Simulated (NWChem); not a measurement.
Basis-set convergence for FLi

SMILES: [Li][F]
```xyz
2

Li     0.0000     0.0000    -1.1492
F      0.0000     0.0000     0.3831
```
Charge 0, spin multiplicity 1.

All runs are NWChem calculations. Structure: optimised with PBE0/def2-SVP, a minimum by its harmonic frequencies.

Quantity: first vertical ionisation energy at the level G0W0@PBE0.

The structure started from a generated list of species.

```csv
basis,functions,first vertical ionisation energy (eV)
def2-SVP,23,9.67
def2-SVPD,35,10.42
def2-TZVP,45,10.58
def2-TZVPP,50,10.67
```

Smallest basis within 0.2 eV of def2-TZVPP, the largest set run: def2-TZVP, with 45 functions against 50. def2-TZVPP isn't the basis-set limit itself, and a small set can land close by cancellation.
